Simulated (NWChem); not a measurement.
# UPBE0/6-31G(d) (spherical functions) run of BNH3O (SMILES N[B]O), part 1 of 2

Aim: the vertical ionisation energy of BNH3O at UPBE0/6-31G* (spherical functions), from 2 runs. 

The results are computed with NWChem 7.3.0.

## (1) The structure to begin with

BNH3O: 6 atoms, total charge 0, spin state doublet. SMILES: `N[B]O`. Geometry: relaxed at PBE0-D4/def2-TZVP. This is one conformer, not always the lowest.

Bond lengths: N1–B2 1.390 Å, B2–O3 1.359 Å, N1–H4 1.002 Å, N1–H5 1.010 Å, O3–H6 0.958 Å. Angles: N1–B2–O3 122.6°, B2–N1–H4 122.8°, B2–N1–H5 122.6°, B2–O3–H6 113.3°, H4–N1–H5 114.6°.

## (2) A single-point energy at UPBE0/6-31G(d) (spherical functions)

The input, struct.nw:

```
echo
start struct
memory total 2200 mb

geometry units angstroms noautosym nocenter noautoz
   N       -0.781300       0.184600      -0.560400
   B        0.032600      -0.490400       0.341500
   O        1.270200      -0.047100       0.684600
   H       -1.694900      -0.139800      -0.815500
   H       -0.498900       1.042700      -1.012000
   H        1.714300      -0.614000       1.315700
end

basis spherical bse
   * library 6-31G*
end

dft
   xc pbe0
   mult 2
   grid fine
   convergence energy 1e-08
   iterations 100
   mulliken
   noprint "final vectors analysis"
end

task dft energy
```

The run is started by

```console
nwchem struct.nw > struct.out
```

What it wrote:

```text
============================== echo of input deck ==============================
echo
start struct
memory total 2200 mb

geometry units angstroms noautosym nocenter noautoz
   N       -0.781300       0.184600      -0.560400
   B        0.032600      -0.490400       0.341500
   O        1.270200      -0.047100       0.684600
   H       -1.694900      -0.139800      -0.815500
   H       -0.498900       1.042700      -1.012000
   H        1.714300      -0.614000       1.315700
end

basis spherical bse
   * library 6-31G*
end

dft
   xc pbe0
   mult 2
   grid fine
   convergence energy 1e-08
   iterations 100
   mulliken
   noprint "final vectors analysis"
end

task dft energy
================================================================================

             Northwest Computational Chemistry Package (NWChem) 7.3.0
             --------------------------------------------------------

           Job information
           ---------------

    nwchem branch   = 7.3.0
    use scalapack   = T
    input           = struct.nw
    prefix          = struct.
    data base       = ./struct.db
    status          = startup
    nproc           =        1

           Memory information
           ------------------

    heap     =     72089600 doubles =      550.0 Mbytes
    stack    =     72089597 doubles =      550.0 Mbytes
    global   =    144179200 doubles =     1100.0 Mbytes (distinct from heap & stack)
    total    =    288358397 doubles =     2200.0 Mbytes
    verify   = yes
    hardfail = no

           Directory information
           ---------------------

  0 permanent = .
  0 scratch   = .

                                NWChem Input Module
                                -------------------

 Scaling coordinates for geometry "geometry" by  1.889725989
 (inverse scale =  0.529177249)

                             Geometry "geometry" -> ""
                             -------------------------

 Output coordinates in angstroms (scale by  1.889725989 to convert to a.u.)

  No.       Tag          Charge          X              Y              Z
 ---- ---------------- ---------- -------------- -------------- --------------
    1 N                    7.0000    -0.78130000     0.18460000    -0.56040000
    2 B                    5.0000     0.03260000    -0.49040000     0.34150000
    3 O                    8.0000     1.27020000    -0.04710000     0.68460000
    4 H                    1.0000    -1.69490000    -0.13980000    -0.81550000
    5 H                    1.0000    -0.49890000     1.04270000    -1.01200000
    6 H                    1.0000     1.71430000    -0.61400000     1.31570000

      Atomic Mass
      -----------

      N                 14.003070
      B                 11.009310
      O                 15.994910
      H                  1.007825

 Effective nuclear repulsion energy (a.u.)      61.4384645049

            Nuclear Dipole moment (a.u.)
            ----------------------------
        X                 Y               Z
 ---------------- ---------------- ----------------
     8.2694409260    -2.3578111160     5.1961795508

            XYZ format geometry
            -------------------
     6
 geometry
 N                    -0.78130000     0.18460000    -0.56040000
 B                     0.03260000    -0.49040000     0.34150000
 O                     1.27020000    -0.04710000     0.68460000
 H                    -1.69490000    -0.13980000    -0.81550000
 H                    -0.49890000     1.04270000    -1.01200000
 H                     1.71430000    -0.61400000     1.31570000

 ==============================================================================
                                internuclear distances
 ------------------------------------------------------------------------------
       center one      |      center two      | atomic units |  angstroms
 ------------------------------------------------------------------------------
    2 B                |   1 N                |     2.62630  |     1.38978
    3 O                |   2 B                |     2.56745  |     1.35863
    4 H                |   1 N                |     1.89442  |     1.00249
    5 H                |   1 N                |     1.90856  |     1.00996
    6 H                |   3 O                |     1.80949  |     0.95754
 ------------------------------------------------------------------------------
                         number of included internuclear distances:          5
 ==============================================================================

 ==============================================================================
                                 internuclear angles
 ------------------------------------------------------------------------------
        center 1       |       center 2       |       center 3       |  degrees
 ------------------------------------------------------------------------------
    2 B                |   1 N                |   4 H                |   122.80
    2 B                |   1 N                |   5 H                |   122.62
    4 H                |   1 N                |   5 H                |   114.58
    1 N                |   2 B                |   3 O                |   122.61
    2 B                |   3 O                |   6 H                |   113.31
 ------------------------------------------------------------------------------
                            number of included internuclear angles:          5
 ==============================================================================

 Summary of "ao basis" -> "" (spherical)
 ------------------------------------------------------------------------------
       Tag                 Description            Shells   Functions and Types
 ---------------- ------------------------------  ------  ---------------------
 *                           6-31G*                   on all atoms

                                 NWChem DFT Module
                                 -----------------

                      Basis "ao basis" -> "ao basis" (spherical)
                      -----
  [basis functions not shown]

 Summary of "ao basis" -> "ao basis" (spherical)
 ------------------------------------------------------------------------------
       Tag                 Description            Shells   Functions and Types
 ---------------- ------------------------------  ------  ---------------------
 N                           6-31G*                  6       14   3s2p1d
 B                           6-31G*                  6       14   3s2p1d
 O                           6-31G*                  6       14   3s2p1d
 H                           6-31G*                  2        2   2s

 Summary of "ao basis" -> "ao basis" (spherical)
 ------------------------------------------------------------------------------
       Tag                 Description            Shells   Functions and Types
 ---------------- ------------------------------  ------  ---------------------
 N                           6-31G*                  6       14   3s2p1d
 B                           6-31G*                  6       14   3s2p1d
 O                           6-31G*                  6       14   3s2p1d
 H                           6-31G*                  2        2   2s

  Caching 1-el integrals
  itol2e modified to match energy
  convergence criterion.
  tol_rho modified to match energy
  convergence criterion.

            General Information
            -------------------
          SCF calculation type: DFT
          Wavefunction type:  spin polarized.
          No. of atoms     :     6
          No. of electrons :    23
           Alpha electrons :    12
            Beta electrons :    11
          Charge           :     0
          Spin multiplicity:     2
          Use of symmetry is: off; symmetry adaption is: off
          Maximum number of iterations: 100
          AO basis - number of functions:    48
                     number of shells:    24
          Convergence on energy requested:  1.00D-08
          Convergence on density requested:  1.00D-05
          Convergence on gradient requested:  5.00D-04

              XC Information
              --------------
                         PBE0 Method XC Functional
                     Hartree-Fock (Exact) Exchange  0.250
          PerdewBurkeErnzerhof Exchange Functional  0.750
            Perdew 1991 LDA Correlation Functional  1.000 local
           PerdewBurkeErnz. Correlation Functional  1.000 non-local

             Grid Information
             ----------------
          Grid used for XC integration:  fine
          Radial quadrature: Mura-Knowles
          Angular quadrature: Lebedev.
          Tag              B.-S. Rad. Rad. Pts. Rad. Cut. Ang. Pts.
          ---              ---------- --------- --------- ---------
          N                   0.65       70           9.0       590
          B                   0.85       70           7.0       590
          O                   0.60       70           9.0       590
          H                   0.35       60          10.0       590
          Grid pruning is: on
          Number of quadrature shells:   390
          Spatial weights used:  Erf1

          Convergence Information
          -----------------------
          Convergence aids based upon iterative change in
          total energy or number of iterations.
          Levelshifting, if invoked, occurs when the
          HOMO/LUMO gap drops below (HL_TOL):  1.00D-02
          DIIS, if invoked, will attempt to extrapolate
          using up to (NFOCK): 10 stored Fock matrices.

                    Damping( 0%)  Levelshifting(0.5)       DIIS
                  --------------- ------------------- ---------------
          dE  on:    start            ASAP                start
          dE off:    2 iters        100 iters           100 iters

      Screening Tolerance Information
      -------------------------------
          Density screening/tol_rho:  1.00D-11
          AO Gaussian exp screening on grid/accAOfunc:  18
          CD Gaussian exp screening on grid/accCDfunc:  20
          XC Gaussian exp screening on grid/accXCfunc:  20
          Schwarz screening/accCoul:  1.00D-09

      Superposition of Atomic Density Guess
      -------------------------------------

 Sum of atomic energies:        -155.06887652

      Non-variational initial energy
      ------------------------------

 Total energy =    -156.337147
 1-e energy   =    -331.851973
 2-e energy   =     114.076362
 HOMO         =      -0.096347
 LUMO         =       0.127568

   Time after variat. SCF:      0.1

     ---------------------------------------------
      Total Density - Mulliken Population Analysis
     ---------------------------------------------

    Atom       Charge   Shell Charges
 -----------   ------   -------------------------------------------------------
    1 N    7     8.03   2.00  0.82  2.67  0.76  1.78  0.01
    2 B    5     4.52   2.00  0.55  0.96  0.63  0.29  0.10
    3 O    8     8.83   2.00  0.93  3.11  0.87  1.91  0.01
    4 H    1     0.56   0.41  0.15
    5 H    1     0.59   0.41  0.18
    6 H    1     0.46   0.35  0.11

     --------------------------------------------
      Spin Density - Mulliken Population Analysis
     --------------------------------------------

    Atom       Charge   Shell Charges
 -----------   ------   -------------------------------------------------------
    1 N    7     0.04   0.00  0.02  0.04 -0.02 -0.01  0.00
    2 B    5     0.83   0.00  0.06  0.23  0.40  0.14  0.00
    3 O    8     0.06   0.00  0.01  0.07 -0.01 -0.00  0.00
    4 H    1     0.00   0.00  0.00
    5 H    1     0.05   0.02  0.04
    6 H    1     0.01   0.00  0.01
   Time prior to 1st pass:      0.1

 Grid_pts file          = ./struct.gridpts.0
 Record size in doubles =  12289        No. of grid_pts per rec  =   3070
 Max. records in memory =     84        Max. recs in file   = *********

           Memory utilization after 1st SCF pass:
           Heap Space remaining (MW):       37.50            37500368
          Stack Space remaining (MW):       72.09            72088980

   convergence    iter        energy       DeltaE   RMS-Dens  Diis-err    time
 ---------------- ----- ----------------- --------- --------- ---------  ------
 d= 0,ls=0.0,diis     1   -156.3824597659 -2.18D+02  1.32D-02  1.40D-01     0.5
                                                     7.30D-03  1.29D-01
 d= 0,ls=0.0,diis     2   -156.3906606825 -8.20D-03  4.37D-03  1.52D-01     0.9
                                                     4.13D-03  1.59D-01
 d= 0,ls=0.0,diis     3   -156.4495855599 -5.89D-02  1.37D-03  7.27D-03     1.4
                                                     7.74D-04  6.19D-03
 d= 0,ls=0.0,diis     4   -156.4520448429 -2.46D-03  4.93D-04  7.98D-04     1.8
                                                     2.98D-04  6.69D-04
 d= 0,ls=0.0,diis     5   -156.4523487566 -3.04D-04  1.81D-04  7.16D-05     2.2
                                                     1.22D-04  9.11D-05
  Resetting Diis
 d= 0,ls=0.0,diis     6   -156.4523928576 -4.41D-05  9.01D-05  3.09D-06     2.7
                                                     3.82D-05  1.76D-06
 d= 0,ls=0.0,diis     7   -156.4523963511 -3.49D-06  1.17D-05  1.85D-07     3.1
                                                     1.22D-05  2.60D-07
 d= 0,ls=0.0,diis     8   -156.4523965806 -2.30D-07  6.44D-06  9.32D-08     3.5
                                                     3.88D-06  6.35D-08
 d= 0,ls=0.0,diis     9   -156.4523966376 -5.70D-08  3.64D-06  1.32D-08     4.0
                                                     3.65D-06  2.11D-08
 d= 0,ls=0.0,diis    10   -156.4523966554 -1.78D-08  1.62D-06  1.17D-08     4.4
                                                     1.33D-06  1.04D-08
 d= 0,ls=0.0,diis    11   -156.4523966606 -5.20D-09  2.45D-07  1.15D-10     4.8
                                                     1.61D-07  8.24D-11

         Total DFT energy =     -156.452396660599
      One electron energy =     -334.691729386881
           Coulomb energy =      137.378403177933
    Exchange-Corr. energy =      -20.577534956519
 Nuclear repulsion energy =       61.438464504867

 Numeric. integr. density =       23.000000020282

     Total iterative time =      4.8s

     ---------------------------------------------
      Total Density - Mulliken Population Analysis
     ---------------------------------------------

    Atom       Charge   Shell Charges
 -----------   ------   -------------------------------------------------------
    1 N    7     7.78   2.00  0.76  2.55  0.81  1.65  0.02
    2 B    5     4.76   2.00  0.50  1.33  0.44  0.39  0.10
    3 O    8     8.59   2.00  0.90  2.94  0.91  1.82  0.02
    4 H    1     0.65   0.50  0.14
    5 H    1     0.66   0.50  0.16
    6 H    1     0.56   0.47  0.09

     --------------------------------------------
      Spin Density - Mulliken Population Analysis
     --------------------------------------------

    Atom       Charge   Shell Charges
 -----------   ------   -------------------------------------------------------
    1 N    7    -0.05   0.00  0.01 -0.01 -0.02 -0.04  0.00
    2 B    5     0.98   0.00  0.08  0.36  0.33  0.21 -0.00
    3 O    8     0.03  -0.00  0.00  0.05 -0.01 -0.02  0.00
    4 H    1     0.00   0.00 -0.00
    5 H    1     0.04   0.02  0.03
    6 H    1    -0.00   0.00 -0.00

     -------------------------------------------
      Total Density - Lowdin Population Analysis
     -------------------------------------------

    Atom       Charge   Shell Charges
 -----------   ------   -------------------------------------------------------
    1 N    7     7.38   1.99  0.66  2.37  0.51  1.80  0.04
    2 B    5     5.20   1.98  0.44  1.27  0.45  0.81  0.26
    3 O    8     8.27   1.99  0.83  2.78  0.66  1.98  0.04
    4 H    1     0.74   0.47  0.27
    5 H    1     0.75   0.47  0.28
    6 H    1     0.66   0.44  0.22

     ------------------------------------------
      Spin Density - Lowdin Population Analysis
     ------------------------------------------

    Atom       Charge   Shell Charges
 -----------   ------   -------------------------------------------------------
    1 N    7     0.01   0.00  0.01 -0.01 -0.00 -0.01  0.01
    2 B    5     0.88   0.01  0.08  0.37  0.20  0.22  0.01
    3 O    8     0.06   0.00  0.00  0.05  0.00 -0.00  0.01
    4 H    1     0.00   0.00  0.00
    5 H    1     0.04   0.02  0.02
    6 H    1     0.01   0.01  0.00

   alpha - beta orbital overlaps
   -----------------------------

   alpha      1      2      3      4      5      6      7      8      9     10
    beta      1      2      3      4      5      6      7      8      9     10
 overlap   1.000  1.000  1.000  1.000  1.000  0.999  0.990  0.994  0.992  0.999

   alpha     11     12     13     14     15     16     17     18     19     20
    beta     11     12     14     13     15     16     17     18     19     20
 overlap   1.000  0.979  0.999  0.993  0.992  0.994  0.979  0.979  1.000  0.978

   alpha     21     22     23     24     25     26     27     28     29     30
    beta     21     22     23     24     25     26     27     28     29     30
 overlap   0.982  0.995  0.995  1.000  0.993  0.978  0.984  0.983  0.999  1.000

   alpha     31     32     33     34     35     36     37     38     39     40
    beta     32     31     33     34     35     36     37     38     39     40
 overlap   0.888  1.000  0.887  0.999  0.997  0.998  0.998  0.999  0.999  0.998

   alpha     41     42     43     44     45     46     47     48
    beta     41     42     43     44     45     46     47     48
 overlap   1.000  0.990  0.988  1.000  0.999  0.999  0.999  1.000

     --------------------------
     Expectation value of S2:
     --------------------------
      <S2> =      0.7524 (Exact =     0.7500)

 center of mass
 --------------
 x =   0.39707108 y =  -0.14060890 z =   0.27238832

 moments of inertia (a.u.)
 ------------------
          71.857437289613          13.607362243020         -82.148560280909
          13.607362243020         193.694379753650          18.207454529968
         -82.148560280909          18.207454529968         153.347459998620

     Multipole analysis of the density
     ---------------------------------

     L   x y z        total         alpha         beta         nuclear
     -   - - -        -----         -----         ----         -------
     0   0 0 0     -0.000000    -12.000000    -11.000000     23.000000

     1   1 0 0     -0.154380     -4.108954     -4.314866      8.269441
     1   0 1 0      0.001578      2.028818      0.330571     -2.357811
     1   0 0 1     -0.082667     -3.161438     -2.117408      5.196180

     2   2 0 0    -10.742383    -47.657293    -46.098043     83.012953
     2   1 1 0     -1.517988      4.135679      4.716627    -10.370294
     2   1 0 1      2.882395    -23.816234    -24.081054     50.779684
     2   0 2 0    -12.909541    -14.125352     -9.292086     10.507898
     2   0 1 1     -1.691313      6.577032      4.475032    -12.743377
     2   0 0 2    -11.472861    -24.803788    -22.205150     35.536077

 Task  times  cpu:        4.8s     wall:        4.8s
 Total times  cpu:        4.9s     wall:        4.9s
```

Run time: 5.4 s. Hardware: 1 thread of Intel Xeon 6975P-C (Granite Rapids), shared host; peak memory 0.11 GiB.

(Continued in part 2 of 2.)
